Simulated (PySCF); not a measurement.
**Si2H6O (disiloxane) at BLYP/cc-pVDZ**

Aim: the energy change on altering one bond length of Si2H6O (disiloxane) at BLYP/cc-pVDZ, from 2 runs. The job is set up through a Python script.

The results are computed with PySCF 2.14.0.

1 further run of the same task is left out (set aside as unsound or not needed).

## Step 1: The system as given

Si2H6O: 9 atoms, total charge 0, spin state singlet. As SMILES, `[SiH3]O[SiH3]`. The coordinates come from a PBE0-D4/def2-TZVP relaxation.

Bond lengths: Si1–O2 1.634 Å, O2–Si3 1.634 Å, Si1–H4 1.487 Å, Si1–H5 1.483 Å, Si1–H6 1.487 Å, Si3–H7 1.483 Å, Si3–H8 1.486 Å, Si3–H9 1.487 Å. Some angles: Si1–O2–Si3 147.2°, O2–Si1–H4 110.2°, O2–Si1–H5 108.3°, O2–Si1–H6 110.2°, O2–Si3–H7 108.3°, O2–Si3–H8 110.2°, O2–Si3–H9 110.2°, H4–Si1–H5 109.6°, H4–Si1–H6 109.0°, H5–Si1–H6 109.6°.

## Step 2: The energy at BLYP/cc-pVDZ

input.xyz

```xyz
9

Si    -0.710290     1.052660    -0.919520
O      0.425550     0.090990    -0.245380
Si     0.775570    -1.038810     0.881750
H     -1.787270     0.226580    -1.525660
H     -0.060640     1.872420    -1.970220
H     -1.306170     1.942760     0.111330
H      2.224270    -1.343130     0.800010
H     -0.009310    -2.275600     0.628780
H      0.448290    -0.527870     2.238910
```

run.py

```python
from pyscf import gto, dft

mol = gto.M(
    atom='input.xyz',
    spin=0,
    verbose=3,
    basis='cc-pvdz',
    max_memory=1860,
)

myscf = dft.RKS(mol, xc='blyp')
myscf.conv_tol = 1e-10
myscf.grids.level = 5
myscf.kernel()
if not myscf.converged:
    myscf = myscf.newton().run(myscf.mo_coeff, myscf.mo_occ)

e_final = myscf.e_tot
print('E(%s) = %.9f' % ('BLYP', e_final))
```

On the command line:

```sh
$ OMP_NUM_THREADS=1 python run.py
```

Standard output:

```text
converged SCF energy = -657.816709203493
E(BLYP) = -657.816709203
```

Run time: 19 s. Hardware: 1 thread of AMD EPYC 7R43 (Zen 3), shared host; peak memory 0.4 GiB.

## Step 3: The distorted shape, same level

start.xyz

```xyz
9
H6OSi2
Si    -0.880661     1.196907    -1.020638
O      0.425550     0.090990    -0.245380
Si     0.775570    -1.038810     0.881750
H     -1.957641     0.370827    -1.626778
H     -0.231011     2.016667    -2.071338
H     -1.476541     2.087007     0.010212
H      2.224270    -1.343130     0.800010
H     -0.009310    -2.275600     0.628780
H      0.448290    -0.527870     2.238910
```

run.py

```python
from pyscf import gto, dft

molecule = gto.M(
    atom='start.xyz',
    basis='cc-pvdz',
    verbose=4,
    max_memory=1860,
)

myscf = dft.RKS(molecule, xc='blyp')
myscf.conv_tol = 1e-10
myscf.grids.level = 5
myscf.kernel()
if not myscf.converged:
    myscf = myscf.newton().run(myscf.mo_coeff, myscf.mo_occ)

energy = myscf.e_tot
print(f'total energy: {energy:.8f} hartree')
```

On the command line:

```sh
$ OMP_NUM_THREADS=1 python run.py
```

Standard output:

```text
PySCF version 2.14.0

[INPUT] num. atoms = 9
[INPUT] num. electrons = 42
[INPUT] charge = 0
[INPUT] spin (= nelec alpha-beta = 2S) = 0
[INPUT] symmetry False subgroup None
[INPUT] Mole.unit = angstrom
[INPUT] Symbol           X                Y                Z      unit          X                Y                Z       unit  Magmom
[INPUT]  1 Si    -0.880661000000   1.196907000000  -1.020638000000 AA   -1.664208098586   2.261826426575  -1.928726292324 Bohr   0.0
[INPUT]  2 O      0.425550000000   0.090990000000  -0.245380000000 AA    0.804172952309   0.171946180074  -0.463700996446 Bohr   0.0
[INPUT]  3 Si     0.775570000000  -1.038810000000   0.881750000000 AA    1.465614890429  -1.963066395459   1.666266010335 Bohr   0.0
[INPUT]  4 H     -1.957641000000   0.370827000000  -1.626778000000 AA   -3.699405340220   0.700761469594  -3.074164885468 Bohr   0.0
[INPUT]  5 H     -0.231011000000   2.016667000000  -2.071338000000 AA   -0.436547521762   3.810948314448  -3.914261531404 Bohr   0.0
[INPUT]  6 H     -1.476541000000   2.087007000000   0.010212000000 AA   -2.790258101691   3.943871650050   0.019297883184 Bohr   0.0
[INPUT]  7 H      2.224270000000  -1.343130000000   0.800010000000 AA    4.203261127086  -2.538147849687   1.511799796913 Bohr   0.0
[INPUT]  8 H     -0.009310000000  -2.275600000000   0.628780000000 AA   -0.017593350220  -4.300260769060   1.188221992604 Bohr   0.0
[INPUT]  9 H      0.448290000000  -0.527870000000   2.238910000000 AA    0.847145324381  -0.997529729374   4.230926717550 Bohr   0.0

nuclear repulsion = 151.324139122854
number of shells = 33
number of NR pGTOs = 150
number of NR cGTOs = 80
basis = cc-pvdz
ecp = {}

******** <class 'pyscf.dft.rks.RKS'> ********
method = RKS
initial guess = minao
damping factor = 0
level_shift factor = 0
DIIS = <class 'pyscf.scf.diis.CDIIS'>
diis_start_cycle = 1
diis_space = 8
diis_damp = 0
SCF conv_tol = 1e-10
SCF conv_tol_grad = None
SCF max_cycles = 50
direct_scf = True
direct_scf_tol = 1e-13
XC library pyscf.dft.libxc version 7.0.0
    S. Lehtola, C. Steigemann, M. J.T. Oliveira, and M. A.L. Marques.,  SoftwareX 7, 1–5 (2018)
XC functionals = blyp
    A. D. Becke.,  Phys. Rev. A 38, 3098 (1988)
    C. Lee, W. Yang, and R. G. Parr.,  Phys. Rev. B 37, 785 (1988)
    B. Miehlich, A. Savin, H. Stoll, and H. Preuss.,  Chem. Phys. Lett. 157, 200 (1989)
radial grids:
    Treutler-Ahlrichs [JCP 102, 346 (1995); DOI:10.1063/1.469408] (M4) radial grids

becke partition: Becke, JCP 88, 2547 (1988); DOI:10.1063/1.454033
pruning grids: <function nwchem_prune>
grids dens level: 5
symmetrized grids: False
atomic radii adjust function: <function treutler_atomic_radii_adjust>
small_rho_cutoff = 0
Set gradient conv threshold to 1e-05
Initial guess from minao.
tot grids = 271328
init E= -657.666825168815
  HOMO = -0.332529487747921  LUMO = -0.0784943601690564  gap/eV = 6.91265
cycle= 1 E= -657.644085296523  delta_E= 0.0227  |g|= 0.907  |ddm|= 2.22
  HOMO = -0.0584567011224384  LUMO = 0.00199721432216338  gap/eV = 1.64503
cycle= 2 E= -656.061996845941  delta_E= 1.58  |g|= 2.71  |ddm|= 3.86
  HOMO = -0.256561492187616  LUMO = -0.0497324618919874  gap/eV = 5.62810
cycle= 3 E= -657.798117011346  delta_E= -1.74  |g|= 0.139  |ddm|= 3.51
  HOMO = -0.231756246910735  LUMO = -0.0372696187185335  gap/eV = 5.29225
cycle= 4 E= -657.804241558287  delta_E= -0.00612  |g|= 0.0713  |ddm|= 0.313
  HOMO = -0.240275786460596  LUMO = -0.0432047318583191  gap/eV = 5.36258
cycle= 5 E= -657.806200930534  delta_E= -0.00196  |g|= 0.00983  |ddm|= 0.0977
  HOMO = -0.239822956362625  LUMO = -0.0421345543214997  gap/eV = 5.37938
cycle= 6 E= -657.806229004456  delta_E= -2.81e-05  |g|= 0.00206  |ddm|= 0.011
  HOMO = -0.240123858279473  LUMO = -0.0423188951676017  gap/eV = 5.38255
cycle= 7 E= -657.806230063658  delta_E= -1.06e-06  |g|= 0.000458  |ddm|= 0.00224
  HOMO = -0.240171597302391  LUMO = -0.0423471528931505  gap/eV = 5.38308
cycle= 8 E= -657.806230122546  delta_E= -5.89e-08  |g|= 0.0001  |ddm|= 0.000525
  HOMO = -0.240182315828334  LUMO = -0.0423481237728476  gap/eV = 5.38334
cycle= 9 E= -657.806230125144  delta_E= -2.6e-09  |g|= 2.86e-05  |ddm|= 0.000104
  HOMO = -0.240184407399848  LUMO = -0.0423493653243749  gap/eV = 5.38337
cycle= 10 E= -657.806230125321  delta_E= -1.77e-10  |g|= 2.39e-06  |ddm|= 2.64e-05
  HOMO = -0.240184209852678  LUMO = -0.0423490462268221  gap/eV = 5.38337
cycle= 11 E= -657.806230125325  delta_E= -4.09e-12  |g|= 6.74e-07  |ddm|= 3.83e-06
  HOMO = -0.240184359897402  LUMO = -0.0423491853635807  gap/eV = 5.38337
Extra cycle  E= -657.806230125324  delta_E= 1.36e-12  |g|= 1.07e-06  |ddm|= 1.78e-06
converged SCF energy = -657.806230125324
total energy: -657.80623013 hartree
```

Run time: 20 s. Hardware: 1 thread of AMD EPYC 7R43 (Zen 3), shared host; peak memory 0.4 GiB.

## Step 4: What came out

Level: BLYP/cc-pVDZ.

| quantity | value |
| --- | --- |
| first shape: total energy | -657.81671 Eh |
| first shape: dipole moment | 0.31 D |
| first shape: HOMO energy | -6.98 eV |
| first shape: LUMO energy | -0.49 eV |
| first shape: HOMO–LUMO gap | 6.49 eV |
| distorted shape: total energy | -657.80623 Eh |
| distorted shape: dipole moment | 1.49 D |
| distorted shape: HOMO energy | -6.54 eV |
| distorted shape: LUMO energy | -1.15 eV |
| distorted shape: HOMO–LUMO gap | 5.38 eV |
| energy change with the Si1–O2 bond stretched from 1.634 to 1.879 Å | 0.285 eV |

**Reading.** With the Si1–O2 bond stretched from 1.634 to 1.879 Å the energy rises by 0.29 eV (6.6 kcal/mol). The first shape isn't relaxed at this level, so the change isn't measured from a minimum. Mulliken charges (first shape) run from -0.39 on O2 to +0.45 on Si1. Mulliken charges (distorted shape) run from -0.47 on O2 to +0.48 on Si1; they depend strongly on the basis.
